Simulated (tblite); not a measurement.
Compound: ethylketene, C4H6O.
Geometry (GFN2-xTB, Å), atoms numbered from 1 in this order:
```
atom  x, y, z in Å
C1    -1.3760   -0.0877    0.3831
C2    -0.1835   -0.4067   -0.5159
C3     0.9529    0.5586   -0.2790
C4     2.0780    0.2259    0.2607
O5     3.0984   -0.0861    0.7305
H6    -1.7322    0.9236    0.2002
H7    -1.0958   -0.1695    1.4308
H8    -2.1901   -0.7817    0.1871
H9    -0.4898   -0.3407   -1.5632
H10    0.1595   -1.4248   -0.3261
H11    0.7842    1.5916   -0.5342
```

Level: GFN2-xTB in tblite, geometry and Hessian alike; calculated harmonic values, unscaled, isolated species. This tight-binding method is rough: wavenumbers can miss measured ones by several per cent, in bad cases by 10 to 20. One conformer, not necessarily the lowest.

Harmonic wavenumbers (cm⁻¹): 60.2, 157.7, 239.2, 335.9, 425.9, 575.5, 599.6, 814.3, 912.0, 1046.1, 1062.1, 1080.6, 1152.4, 1242.7, 1311.9, 1406.2, 1410.1, 1477.6, 1496.2, 1501.9, 2287.0, 2955.8, 2992.7, 3035.3, 3036.6, 3041.6, 3090.0.

A = 18066, B = 2422, C = 2366 MHz; mass 70.042 u (most abundant isotopes); point group C1, symmetry number 1.

Q: Zero-point energy?

A: Half the sum of the wavenumbers: 19374 cm⁻¹ = 55.39 kcal/mol.

Q: Entropy at 200 K, 1 bar (ideal gas, RRHO, classical rotation)?

A: Translation 36.70, rotation 24.35, vibration 8.10: S = 69.1 cal/(mol K).

Q: And Cp and H(200 K) − H(0)?

A: Cp = 17.11 cal/(mol K), of which vibrations give 9.17 (their classical limit is 27 R = 53.7); H(200 K) − H(0) = 2.49 kcal/mol without the zero-point energy, 0.90 from vibrations.

Q: How do the functions run with temperature in this model?

A: 
```
T (K)  S (cal/(mol K))  Cp (cal/(mol K))  H − H(0) (kcal/mol)  G − H(0) (kcal/mol)  ln q(vib)
  100             59.0              12.5                 1.01                -4.90       0.70
  300             77.0              21.9                 4.44               -18.66       2.95
  500             90.4              31.1                 9.77               -35.43       5.27
  800            107.3              40.9                20.69               -65.17       8.72
 1000            116.9              45.4                29.33               -87.61      10.93
```

q(vib) and H(0) count from the zero-point level.

Q: Which modes carry the vibrational entropy at 200 K?

A: 60.2 cm⁻¹: 3.67; 157.7 cm⁻¹: 1.84; 239.2 cm⁻¹: 1.14; 335.9 cm⁻¹: 0.66; 425.9 cm⁻¹: 0.39; 575.5 cm⁻¹: 0.17 cal/(mol K); the other 21 give 0.24 together.

Q: Blend soft modes into free rotors: weight 1/[1 + (100 cm⁻¹/ν̃)⁴] for the oscillator and the rest for a rotor with moment μB/(μ + B), μ = h/(8π²ν), B = 10⁻⁴⁴ kg m². What vibrational entropy results?

A: 7.52 cal/(mol K) in place of 8.10, which changes −T·S at 200 K by +0.12 kcal/mol.

Hindered rotation and anharmonicity are outside this model. Other conformers, if any are populated, would add a mixing term that is left out. The structure is chiral; the term R ln 2 for an equal mix with its mirror image is left out.
